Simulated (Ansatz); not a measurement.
Total energies of `FC1=CC1Cl`.

```xyz
7

F     1.0289    0.6841   -1.7587
C     0.4362    0.4228   -0.6326
C     0.3237    0.6404    0.6316
C    -0.5476   -0.4118    0.0044
Cl   -0.2076   -2.1505    0.3044
H     0.5883    1.1112    1.5614
H    -1.6217   -0.2963   -0.1105
```

Total charge 0; spin multiplicity 1. All single points use the PBE0-D4/def2-TZVP geometry. Basis def2-TZVPP, the Gaussian-basis code of Ansatz.

RPA on PBE orbitals: Hartree–Fock energy of these orbitals -673.63708 Eh, correlation -1.41378 Eh (frozen core).

```csv
functional,kind,energy without D4 (Eh),D4 term (kJ/mol)
LDA (SPW92),LDA,-672.38607,–
PBE,GGA,-675.13628,-13.7
revPBE,GGA,-675.41697,-45.8
BLYP,GGA,-675.50608,-31.2
r2SCAN,meta-GGA,-675.42024,-3.3
B97M-V,meta-GGA with VV10,-675.40950,–
PBE0,"global hybrid, 25 % exact exchange",-675.17678,-11.5
B3LYP,"global hybrid, 20 %",-675.57373,-22.3
r2SCANh,"meta-GGA hybrid, 10 %",-675.40685,-3.4
r2SCAN0,"meta-GGA hybrid, 25 %",-675.38794,-3.8
HSE06 (plane-wave form),screened hybrid,-675.15874,-10.6
BHLYP,"global hybrid, 50 %",-675.44497,-16.1
CAM-B3LYP,range-separated hybrid,-675.48420,-11.5
LC-ωPBE,long-range corrected hybrid,-675.29626,–
ωB97X-V,range-separated hybrid GGA with VV10,-675.42362,–
ωB97M-V,range-separated hybrid meta-GGA with VV10,-675.46974,–
B2PLYP,double hybrid,-675.27285,–
PBE-QIDH,double hybrid,-675.05632,–
```

B3LYP takes the VWN-RPA correlation (the form of Gaussian; ORCA's B3LYP/G). HSE06 is the plane-wave form, built on full-range PBE exchange. The double hybrids freeze the cores in their second-order part.

LC-ωPBE has ω = 0.4 bohr⁻¹.
